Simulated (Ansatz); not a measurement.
# H2N2Si: relaxing the atoms, harmonic vibrations and batch in weak fields

Aim: for H2N2Si, 3 runs in a chain (relaxing the atoms, harmonic vibrations and batch in weak fields).

Program: Ansatz 0.2.0. Level of theory: CCSD(T) on Hartree-Fock, Gaussian basis cc-pV(T+d)Z. These are calculated values, not measurements.

**1. The starting structure**

Bond lengths: Si1–N2 1.737 Å, Si1–N3 1.770 Å, N2–N3 1.212 Å, Si1–H4 1.468 Å, Si1–H5 1.431 Å. Angles: Si1–N2–N3 71.3°, N2–Si1–N3 40.4°, N2–Si1–H4 121.3°, N2–Si1–H5 121.7°, N3–Si1–H4 121.1°, N3–Si1–H5 120.5°, H4–Si1–H5 113.1°, Si1–N3–N2 68.3°.

As a file:

```xyz
5

Si    0.0162   -0.0061   -0.0053
N     0.6093    0.0087    1.6270
N    -0.6026   -0.0076    1.6532
H    -0.0025    1.2146   -0.8206
H    -0.0032   -1.2038   -0.7887
```

**2. Relaxing the atoms: H2N2Si**

input.yaml reads:

```yaml
relax:
  f_tol: 0.001
  max_steps: 200
crystal:
  periodic: [false, false, false]
  atoms:
    - { symbol: Si, position_ang: [0.016243, -0.006118, -0.005282] }
    - { symbol: "N", position_ang: [0.60927, 0.008654, 1.626985] }
    - { symbol: "N", position_ang: [-0.602552, -0.007612, 1.65319] }
    - { symbol: H, position_ang: [-0.002494, 1.214621, -0.820601] }
    - { symbol: H, position_ang: [-0.003224, -1.203841, -0.788662] }
basis:
  gaussian: { orbitals: "cc-pV(T+d)Z.json" }
hamiltonian:
  xc: hf
correlation:
  method: ccsd_t
```

Launch:

```console
ansatz run input.yaml --threads 8 --pin off --max-ram 20480MiB --backend cpu --events-out ev --progress --plain --runs-dir out
```

Log (excerpt; [...] marks lines left out):

```text
Warning: RAYON_NUM_THREADS=8 ignored (pool sized by the plan → 8); use --threads N
[...]
Functional definition: HF
[...]
892 factors; integrals over basis functions are off by at most 2.9e-4 eV
[...]
mean field -10856.36847370 eV, -398.9641826976 hartree, gradient 3.9e-6 eV, S^2 0.000000; 0 other end points of the search recorded, 0 dependent functions left out
7 core orbitals not correlated: weight in the atoms' cores, before any rotation towards them, 1.000 or more for the frozen orbitals, at most 0.000 for the correlated occupied ones
reference -10856.36847370 eV, -398.9641826976 hartree; 8, 8 occupied and 112, 112 virtual orbitals, 892 factors
second order -13.83078132 eV of doubles, -0.00000000 eV of singles
cycle   1  -13.68720692 eV  change    1.4e-1 eV  update   1.1e-1
[...]
perturbative correction -0.75213310 eV, -0.0276403817 hartree
[...]
relax step   1: F+E_penalty+E_count = -10871.40692316 eV  Δ(F+E_penalty+E_count) = +0.000e0 eV  max|allowed force component| = 3.394e0 eV/Å  Δτ_max = 0.0000 Å  (66 SCF iters, accepted)
[...]
relax step   6: F+E_penalty+E_count = -10871.56232825 eV  Δ(F+E_penalty+E_count) = -2.763e-6 eV  max|allowed force component| = 1.949e-3 eV/Å  Δτ_max = 0.0007 Å  (33 SCF iters, accepted)
[...]
relax step   7: F+E_penalty+E_count = -10871.56232838 eV  Δ(F+E_penalty+E_count) = -1.363e-7 eV  max|allowed force component| = 3.941e-5 eV/Å  Δτ_max = 0.0002 Å  (26 SCF iters, accepted)
892 factors; integrals over basis functions are off by at most 2.9e-4 eV
mean field -10856.28523503 eV, -398.9611237329 hartree, gradient 3.4e-6 eV, S^2 0.000000; 1 other end points of the search recorded, 0 dependent functions left out; unrestricted orbitals would lower it
[...]
7 core orbitals not correlated: weight in the atoms' cores, before any rotation towards them, 1.000 or more for the frozen orbitals, at most 0.000 for the correlated occupied ones
reference -10856.28523503 eV, -398.9611237329 hartree; 8, 8 occupied and 112, 112 virtual orbitals, 892 factors
second order -14.08227509 eV of doubles, -0.00000000 eV of singles
[...]
cycle  12  -14.47543439 eV  change   -2.0e-6 eV  update   1.4e-6
[...]
perturbative correction -0.80165890 eV, -0.0294604211 hartree
[...]
Total energy: -10871.56232832 eV, -399.5225465561 hartree
Atom 0 at     0.002042    -0.000256    -0.058583 Å, force    -0.000039    -0.000015     0.000029 eV/Å
Atom 1 at     0.632552     0.007239     1.638284 Å, force     0.000014    -0.000010    -0.000020 eV/Å
Atom 2 at    -0.616068     0.004368     1.642851 Å, force    -0.000011     0.000009     0.000013 eV/Å
Atom 3 at    -0.003579     1.270078    -0.782989 Å, force     0.000013     0.000016    -0.000015 eV/Å
Atom 4 at     0.002297    -1.275725    -0.773933 Å, force     0.000023    -0.000001    -0.000006 eV/Å
Dipole moment:    -0.001682    -0.001643    -0.460830 e Å
```

It took 40 s on 8 threads of Intel Xeon 6975P-C (Granite Rapids), shared host; peak memory 1.4 GiB.

Step by step:

```csv
step,energy from step 1 (eV),largest force component (eV/Å)
1,0.0000,3.3940
2,-0.1223,1.2423
3,-0.1540,0.2509
4,-0.1552,0.0817
5,-0.1554,0.0038
6,-0.1554,0.0019
7,-0.1554,0.0000
```

Step 1 is the start.

Before: Bond lengths: Si1–N2 1.737 Å, Si1–N3 1.770 Å, N2–N3 1.212 Å, Si1–H4 1.468 Å, Si1–H5 1.431 Å. Angles: Si1–N2–N3 71.3°, N2–Si1–N3 40.4°, N2–Si1–H4 121.3°, N2–Si1–H5 121.7°, N3–Si1–H4 121.1°, N3–Si1–H5 120.5°, H4–Si1–H5 113.1°, Si1–N3–N2 68.3°.

After: Bond lengths: Si1–N2 1.810 Å, Si1–N3 1.810 Å, N2–N3 1.249 Å, Si1–H4 1.462 Å, Si1–H5 1.462 Å. Angles: Si1–N2–N3 69.8°, N2–Si1–N3 40.3°, N2–Si1–H4 117.5°, N2–Si1–H5 117.5°, N3–Si1–H4 117.5°, N3–Si1–H5 117.5°, H4–Si1–H5 121.0°, Si1–N3–N2 69.8°.

**3. Harmonic vibrations**

It takes the final geometry of step 2.

input.yaml reads:

```yaml
crystal:
  periodic: [false, false, false]
  atoms:
    - { symbol: Si, position_ang: [0.00204171, -0.00025592, -0.05858261] }
    - { symbol: "N", position_ang: [0.63255172, 0.0072388, 1.6382844] }
    - { symbol: "N", position_ang: [-0.61606843, 0.00436813, 1.64285053] }
    - { symbol: H, position_ang: [-0.00357875, 1.27007814, -0.78298933] }
    - { symbol: H, position_ang: [0.00229676, -1.27572515, -0.77393299] }
basis:
  gaussian: { orbitals: "cc-pV(T+d)Z.json" }
hamiltonian:
  xc: hf
correlation:
  method: ccsd_t
phonons: {}
```

Launch:

```console
ansatz run input.yaml --threads 8 --pin off --max-ram 20480MiB --backend cpu --events-out ev --progress --plain --runs-dir out
```

Log (excerpt; [...] marks lines left out):

```text
Warning: RAYON_NUM_THREADS=8 ignored (pool sized by the plan → 8); use --threads N
[...]
Functional definition: HF
[...]
891 factors; integrals over basis functions are off by at most 3.0e-4 eV
[...]
mean field -10856.28523492 eV, -398.9611237287 hartree, gradient 3.8e-6 eV, S^2 0.000000; 0 other end points of the search recorded, 0 dependent functions left out; unrestricted orbitals would lower it
7 core orbitals not correlated: weight in the atoms' cores, before any rotation towards them, 1.000 or more for the frozen orbitals, at most 0.000 for the correlated occupied ones
reference -10856.28523492 eV, -398.9611237287 hartree; 8, 8 occupied and 112, 112 virtual orbitals, 891 factors
second order -14.08227491 eV of doubles, -0.00000000 eV of singles
cycle   1  -13.82150864 eV  change    2.6e-1 eV  update   1.1e-1
[...]
perturbative correction -0.80165899 eV, -0.0294604245 hartree
[...]
7 core orbitals not correlated: weight in the atoms' cores, before any rotation towards them, 1.000 or more for the frozen orbitals, at most 0.000 for the correlated occupied ones
reference -10856.29001459 eV, -398.9612993784 hartree; 8, 8 occupied and 112, 112 virtual orbitals, 891 factors
second order -14.07705687 eV of doubles, -0.00000000 eV of singles
[...]
perturbative correction -0.80062053 eV, -0.0294222619 hartree
[...]
891 factors; integrals over basis functions are off by at most 3.0e-4 eV
mean field -10856.28232945 eV, -398.9610169548 hartree, gradient 1.3e-6 eV, S^2 0.000000; 0 other end points of the search recorded, 0 dependent functions left out; unrestricted orbitals would lower it
7 core orbitals not correlated: weight in the atoms' cores, before any rotation towards them, 1.000 or more for the frozen orbitals, at most 0.000 for the correlated occupied ones
reference -10856.28232945 eV, -398.9610169548 hartree; 8, 8 occupied and 112, 112 virtual orbitals, 891 factors
second order -14.08520413 eV of doubles, -0.00000000 eV of singles
[...]
cycle   3  -14.49820822 eV  change   -1.4e-1 eV  update   2.5e-2
```

**4. The log goes on**

The log, continued (excerpt; [...] marks lines left out):

```text
cycle   4  -14.47545699 eV  change    2.3e-2 eV  update   8.1e-3
[...]
perturbative correction -0.80226989 eV, -0.0294828748 hartree
[...]
891 factors; integrals over basis functions are off by at most 3.0e-4 eV
mean field -10856.28800393 eV, -398.9612254879 hartree, gradient 1.3e-6 eV, S^2 0.000000; 0 other end points of the search recorded, 0 dependent functions left out; unrestricted orbitals would lower it
7 core orbitals not correlated: weight in the atoms' cores, before any rotation towards them, 1.000 or more for the frozen orbitals, at most 0.000 for the correlated occupied ones
reference -10856.28800393 eV, -398.9612254879 hartree; 8, 8 occupied and 112, 112 virtual orbitals, 891 factors
second order -14.07936380 eV of doubles, -0.00000000 eV of singles
[...]
perturbative correction -0.80105291 eV, -0.0294381513 hartree
[...]
reference -10856.28533396 eV, -398.9611273687 hartree; 8, 8 occupied and 112, 112 virtual orbitals, 891 factors
second order -14.08194516 eV of doubles, -0.00000000 eV of singles
[...]
cycle  12  -14.47531884 eV  change   -2.0e-6 eV  update   1.4e-6
[...]
perturbative correction -0.80165575 eV, -0.0294603054 hartree
[...]
Total energy: -10871.56232849 eV, -399.5225465623 hartree
Atom 0 at     0.002042    -0.000256    -0.058583 Å, force    -0.000040     0.000000     0.000029 eV/Å
Atom 1 at     0.632552     0.007239     1.638284 Å, force     0.000014    -0.000000    -0.000020 eV/Å
Atom 2 at    -0.616068     0.004368     1.642851 Å, force    -0.000010     0.000000     0.000012 eV/Å
Atom 3 at    -0.003579     1.270078    -0.782989 Å, force     0.000018     0.000009    -0.000011 eV/Å
Atom 4 at     0.002297    -1.275725    -0.773933 Å, force     0.000018    -0.000009    -0.000011 eV/Å
Dipole moment:    -0.001682    -0.001643    -0.460830 e Å
Vibrations: 315.23 563.27 639.47 664.34 762.73 915.21 1494.48 2316.76 2351.62 cm⁻¹, zero-point energy 0.621354 eV
```

Wall time 94 s (8 threads of Intel Xeon 6975P-C (Granite Rapids), shared host); peak memory 1.4 GiB.

Harmonic frequencies from the force constants, with rigid motions projected out (i: imaginary):

| mode | cm⁻¹ |
| --- | --- |
| 1 | 315 |
| 2 | 563 |
| 3 | 640 |
| 4 | 665 |
| 5 | 763 |
| 6 | 915 |
| 7 | 1495 |
| 8 | 2317 |
| 9 | 2352 |

**5. Batch in weak fields**

It takes final geometries of earlier steps.

Edit input.yaml of step 3 so:

```diff
@@ -1 +1,12 @@
+hamiltonian:
+  xc: hf
+correlation:
+  method: ccsd_t
+batch:
+  members: [f0p.yaml, f0m.yaml, f1p.yaml, f1m.yaml, f2p.yaml, f2m.yaml]
+output:
+  forces: true
+scf:
+  lower_state_search: "off"
+# f0m.yaml, one of 6 members:
 crystal:
@@ -9,7 +20,6 @@
 basis:
-  gaussian: { orbitals: "cc-pV(T+d)Z.json" }
-hamiltonian:
-  xc: hf
-correlation:
-  method: ccsd_t
-phonons: {}
+  gaussian:
+    orbitals: "cc-pV(T+d)Z.json"
+    point_charges:
+      - { charge: 2.500062, position_ang: [60.003449, 0.001141, 0.333126] }
+      - { charge: -2.500062, position_ang: [-59.996551, 0.001141, 0.333126] }
```

Log (excerpt; [...] marks lines left out):

```text
Warning: RAYON_NUM_THREADS=8 ignored (pool sized by the plan → 8); use --threads N
[...]
Functional definition: HF
[...]
Member 1: Total energy: -10871.56241983 eV, -399.5225499191 hartree
Member 1: Atom 0 at     0.002042    -0.000256    -0.058583 Å, force    -0.007994     0.000008     0.000025 eV/Å
Member 1: Atom 1 at     0.632552     0.007239     1.638284 Å, force     0.004146     0.000001     0.003613 eV/Å
Member 1: Atom 2 at    -0.616068     0.004368     1.642851 Å, force     0.003922    -0.000006    -0.003635 eV/Å
Member 1: Atom 3 at    -0.003579     1.270078    -0.782989 Å, force    -0.000040     0.000017    -0.000008 eV/Å
Member 1: Atom 4 at     0.002297    -1.275725    -0.773933 Å, force    -0.000030    -0.000019     0.000005 eV/Å
Member 1: Dipole moment:    -0.008384    -0.001644    -0.460841 e Å
[...]
Member 4: Atom 4 at     0.002297    -1.275725    -0.773933 Å, force     0.000011    -0.000012    -0.003005 eV/Å
Member 4: Dipole moment:    -0.001668    -0.001628    -0.450195 e Å
Member 4: Checks for a lower state left out: starts, cluster_reference, orbital_swaps, neighbouring_geometries, increment
Member 5: Total energy: -10871.57164610 eV, -399.5228889783 hartree
Member 5: Atom 0 at     0.002042    -0.000256    -0.058583 Å, force    -0.000026     0.000036    -0.003681 eV/Å
Member 5: Atom 1 at     0.632552     0.007239     1.638284 Å, force     0.019057     0.000011    -0.001214 eV/Å
Member 5: Atom 2 at    -0.616068     0.004368     1.642851 Å, force    -0.019091    -0.000057    -0.001015 eV/Å
Member 5: Atom 3 at    -0.003579     1.270078    -0.782989 Å, force     0.000025     0.000029     0.002951 eV/Å
Member 5: Atom 4 at     0.002297    -1.275725    -0.773933 Å, force     0.000035    -0.000020     0.002967 eV/Å
Member 5: Dipole moment:    -0.001696    -0.001658    -0.471453 e Å
Member 5: Checks for a lower state left out: starts, cluster_reference, orbital_swaps, neighbouring_geometries, increment
```

It took 29 s on 8 threads of Intel Xeon 6975P-C (Granite Rapids), shared host; peak memory 5.4 GiB.

**6. Results**

| step | energy above the lowest (eV) | charge | 2S+1 typed | ⟨S²⟩ | dipole (D) | time |
| --- | --- | --- | --- | --- | --- | --- |
| 2 | 0.000 | 0 | 1 | 0.00 | 2.21 | 40 s |
| 3 | 0.000 | 0 | 1 | 0.00 | 2.21 | 94 s |

```
                     quantity             value
harmonic frequencies (step 3)  315 to 2352 cm⁻¹
   zero-point energy (step 3)          0.621 eV
 mean polarisability (step 5)           5.69 Å³
```

In step 3 all modes are real: a minimum.
